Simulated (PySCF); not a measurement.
# CISD/STO-3G run of BH2Cl (SMILES [H]B([H])Cl)

Aim: the energy change on altering one bond length of BH2Cl at CISD/STO-3G, from 2 runs. Input form: a Python script.

The results are computed with PySCF 2.14.0.

8 further runs of the same task are left out: 8 set aside as unsound or not needed.

## Step 1: Starting point

BH2Cl has 4 atoms, charge 0, and is taken as a singlet. As SMILES, `[H]B([H])Cl`. The shape is that of a GFN2-xTB optimisation.

Bond lengths: B1–Cl4 1.673 Å, B1–H2 1.172 Å, B1–H3 1.172 Å. Angles: H2–B1–Cl4 119.1°, H3–B1–Cl4 119.0°, H2–B1–H3 121.9°.

## Step 2: A single-point energy at CISD/STO-3G

geometry.xyz

```xyz
4
BClH2
B      0.069310     0.114420    -0.000410
H      1.240090     0.070720     0.015540
H     -0.512130     1.131590    -0.018950
Cl    -0.797280    -1.316740     0.003830
```

input.py

```python
# BH2Cl
from pyscf import gto, ci

mol = gto.M(
    atom='geometry.xyz',
    charge=0,
    spin=0,
    basis='sto-3g',
    verbose=3,
    max_memory=1860,
)

hf = mol.RHF()
hf.conv_tol = 1e-10
hf.kernel()
if not hf.converged:
    hf = hf.newton().run(hf.mo_coeff, hf.mo_occ)

cisd = ci.CISD(hf, frozen=6)
cisd.kernel()
etot = cisd.e_tot
print('E(%s) = %.9f' % ('CISD', etot))
```

Run with:

```console
OMP_NUM_THREADS=1 python input.py
```

Standard output:

```text
converged SCF energy = -480.124577114113
E(RCISD) = -480.1815725451958  E_corr = -0.05699543108238614
E(CISD) = -480.181572545
```

Wall time 0.85 s (1 thread of Arm Neoverse V1, shared host); peak memory 0.12 GiB.

## Step 3: The distorted shape, same level

job.py

```python
from pyscf import gto, scf, ci

system = gto.M(
    atom='''
B      1.009996    -1.321531     0.027254
H      3.222450    -1.404112     0.057395
H     -0.967785     2.138395    -0.035810
Cl    -0.627622    -4.026031     0.035266
''',
    max_memory=1860,
    unit='bohr',
    verbose=3,
    basis='sto-3g',
)

mf = scf.RHF(system)
mf.conv_tol = 1e-10
mf.kernel()
if not mf.converged:
    mf = mf.newton().run(mf.mo_coeff, mf.mo_occ)

cisd = ci.CISD(mf, frozen=6)
cisd.kernel()
e_final = cisd.e_tot
print('E = %.10f Eh' % e_final)
```

Run with:

```console
OMP_NUM_THREADS=1 python job.py
```

Standard output:

```text
converged SCF energy = -479.914670300672
E(RCISD) = -480.0304542558828  E_corr = -0.1157839552110131
E = -480.0304542559 Eh
```

It took 0.8 s on 1 thread of Arm Neoverse V1, shared host; peak memory 0.1 GiB.

## Step 4: Results

Level: CISD/STO-3G, 6 core orbitals frozen.

| quantity | value |
| --- | --- |
| first shape: total energy | -480.18157 Eh |
| first shape: dipole moment (Hartree–Fock density) | 1.22 D |
| first shape: HOMO energy (Hartree–Fock orbitals) | -10.64 eV |
| first shape: LUMO energy (Hartree–Fock orbitals) | 5.78 eV |
| first shape: HOMO–LUMO gap (Hartree–Fock orbitals) | 16.42 eV |
| first shape: correlation energy (6 core orbitals frozen) | -57.0 mEh |
| distorted shape: total energy | -480.03045 Eh |
| distorted shape: dipole moment (Hartree–Fock density) | 0.97 D |
| distorted shape: HOMO energy (Hartree–Fock orbitals) | -7.72 eV |
| distorted shape: LUMO energy (Hartree–Fock orbitals) | 5.70 eV |
| distorted shape: HOMO–LUMO gap (Hartree–Fock orbitals) | 13.42 eV |
| distorted shape: correlation energy (6 core orbitals frozen) | -115.8 mEh |
| energy change with the B1–H3 bond stretched from 1.172 to 2.109 Å | 4.112 eV |

With the B1–H3 bond stretched from 1.172 to 2.109 Å the energy rises by 4.11 eV (95 kcal/mol). The first shape isn't relaxed at this level, so the change isn't measured from a minimum. The minimal basis adds a large error of its own. Mulliken charges (first shape) of the mean-field density run from -0.20 on Cl4 to +0.27 on B1; they depend strongly on the basis. Mulliken charges (distorted shape) of the mean-field density run from -0.18 on Cl4 to +0.29 on B1; they depend strongly on the basis.
